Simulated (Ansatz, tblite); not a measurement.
# The cluster CaTe₂: one state, many levels

How do method and basis change the picture of the cluster CaTe₂ (singlet)?

Computed with Ansatz 0.2.0, Gaussian basis. Level: as each input shows.

Plan: GFN1-xTB, GFN2-xTB, PBE-D4/def2-TZVP, r2SCAN-D4/def2-TZVP, PBE-QIDH/def2-TZVP, B2PLYP/def2-TZVP, LC-ωPBE/def2-TZVP, r2SCAN0-D4/def2-TZVP, BLYP-D4/def2-TZVP, PBE+5HF/def2-TZVP, PBE+10HF/def2-TZVP, PBE+15HF/def2-TZVP, PBE+35HF/def2-TZVP, PBE+50HF/def2-TZVP, PBE-D4/def2-SVP, PBE0-D4/def2-SVP, PBE0-D4/def2-TZVPD, PBE-D4/def2-TZVPD, r2SCAN-D4/def2-TZVPD, CCSD(T)/def2-TZVPP, MP2/def2-TZVP, RPA/def2-TZVP.

6 further runs of the same task are left out: 6 set aside as unsound or not needed.

## (1) The geometry

The geometry is that of the singlet, from an earlier relaxation (r2SCAN-D4/def2-TZVP). At that level it is the lowest of the isomers that a small search found.

3 atoms, charge 0, spin multiplicity 1.

Bond lengths: Ca1–Te2 2.817 Å, Ca1–Te3 2.817 Å, Te2–Te3 2.836 Å. Angles: Te2–Ca1–Te3 60.5°, Ca1–Te2–Te3 59.8°, Ca1–Te3–Te2 59.8°.

Te takes a core potential in the def2 sets. No spin-orbit coupling is included.

PBE0-D4/def2-TZVP was run before; its log isn't repeated, and its numbers join the tables.

## (2) GFN1-xTB

Tight binding, by tblite at 300 K electronic temperature and without a spin-polarisation term:

```python
tblite.interface.Calculator('GFN1-xTB', numbers, positions, charge=0, uhf=0).singlepoint()
```

Energy -223.9221 eV, HOMO -7.75 eV, LUMO -5.93 eV; 0.006 s.

## (3) GFN2-xTB

Tight binding, by tblite at 300 K electronic temperature and without a spin-polarisation term:

```python
tblite.interface.Calculator('GFN2-xTB', numbers, positions, charge=0, uhf=0).singlepoint()
```

Energy -181.1049 eV, HOMO -7.09 eV, LUMO -5.74 eV; 0.014 s.

## (4) PBE-D4/def2-TZVP

start.molden holds the orbitals of an earlier run on this state, given as this run's starting guess.

The input, in.yaml:

```yaml
crystal:
  periodic: [false, false, false]
  atoms:
    - {symbol: Ca, position_ang: [1.231423, 0.943126, 0.475588]}
    - {symbol: Te, position_ang: [-0.497809, 0.039049, -1.555631]}
    - {symbol: Te, position_ang: [-0.733613, -0.982175, 1.080043]}
basis:
  gaussian: {orbitals: def2-TZVP, initial_orbitals: start.molden}
hamiltonian: {xc: pbe, dispersion: d4}
scf: {omitted_lower_state_checks: [starts]}
output: {orbitals: {seedname: orbitals}}
```

The run is started by

```console
ansatz run in.yaml --threads 4 --pin off --events-out ev --progress --plain --max-ram 3916MiB
```

Further steps of the session: r2SCAN-D4/def2-TZVP; PBE-QIDH/def2-TZVP; B2PLYP/def2-TZVP; LC-ωPBE/def2-TZVP; r2SCAN0-D4/def2-TZVP; BLYP-D4/def2-TZVP; PBE+5HF/def2-TZVP; PBE+10HF/def2-TZVP; PBE+15HF/def2-TZVP; PBE+35HF/def2-TZVP; PBE+50HF/def2-TZVP; PBE-D4/def2-SVP; PBE0-D4/def2-SVP; PBE0-D4/def2-TZVPD; PBE-D4/def2-TZVPD; r2SCAN-D4/def2-TZVPD; CCSD(T)/def2-TZVPP; MP2/def2-TZVP; RPA/def2-TZVP.

**Question.** What will the summary of the whole plan be? Wanted: gap in def2-TZVP, named functionals, smallest and largest; gap over the share of exact exchange; correlation energy, CCSD(T)/def2-TZVPP; correlation energy, MP2/def2-TZVP; binding an atom, CCSD(T)/def2-TZVPP; PBE0 total energy, smallest basis above largest.

The runs gave:

| quantity | value |
| --- | --- |
| gap in def2-TZVP, named functionals, smallest and largest | 0.65 eV (BLYP-D4), 5.59 eV (LC-ωPBE) |
| gap over the share of exact exchange | 0.83 eV at 0, 3.36 eV at 0.5 |
| correlation energy, CCSD(T)/def2-TZVPP | -30.06 eV |
| correlation energy, MP2/def2-TZVP | -30.31 eV |
| binding an atom, CCSD(T)/def2-TZVPP | 1.626 eV |
| PBE0 total energy, smallest basis above largest | 2.88 eV (def2-SVP, def2-TZVPD) |

Over the named functionals in def2-TZVP the gap runs from 0.65 eV (BLYP-D4) to 5.59 eV (LC-ωPBE); exact exchange widens it. Raising the share of exact exchange from 0 to 0.5 moves the HOMO by -1.65 eV and the LUMO by +0.88 eV. The functionals in def2-TZVP miss CCSD(T)/def2-TZVPP by +0.151 (B2PLYP) to +0.476 eV (PBE-D4) an atom. CCSD(T)/def2-TZVPP isn't at the basis-set limit; small misses against it rank nothing.
